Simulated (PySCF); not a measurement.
NMR data simulated for an unnamed compound:

1H NMR (400 MHz, computed): δ 7.14 (m, 1H), 6.34 (m, 1H).

13C{1H} NMR (computed): δ 162.5 (CH), 119.0 (CH).

Non-relativistic Hamiltonian, one computed conformer, no solvent model. σ from GIAO-B97-2/pcSseg-2; structure optimised with PBE0-D3(BJ)/def2-TZVP; PySCF 2.14.

Chemical shifts δ = σref − σ; 1H and 13C against TMS, all at this level.

Problem. Which of these does the molecule contain: a ketone, an OH group, a C≡C triple bond, a non-aromatic C=C double bond?

Solution. 
- A ketone: no.
- An OH group: no.
- A C≡C triple bond: no.
- A non-aromatic C=C double bond: yes.

The data belong to trans-1-Chloro-2-Fluoroethylene (Cl/C=C/F, C2H2ClF); they needn't prove each group on their own.

Carbon signals by region: 1 in the far downfield region (above 160 ppm), 1 in the sp2 and nitrile region (100–160 ppm). Above 160 ppm: 162.5, alkene CH.

Carbons that carry Cl, above all several Cl atoms, come out too deshielded, partly because spin–orbit coupling is missing. Splittings by 19F in the carbon and heteronuclear signals aren't shown, as no couplings were computed. Shifts are as computed. Against solution values, carbons near 30 ppm lie about +3 ppm off and those near 130 ppm about +7 ppm; carbons on Cl a further +5 ppm. Of 1211 compounds with measured shifts, 218 miss one by over three times the rms of a fit or turn the order of signals round; such compounds aren't used in these exercises. No couplings were computed; multiplicities are counted from neighbouring protons, with m where these are inequivalent, close in shift, in a saturated or five-membered ring or joined by F or P, and br s for small geminal =CH2 splittings.
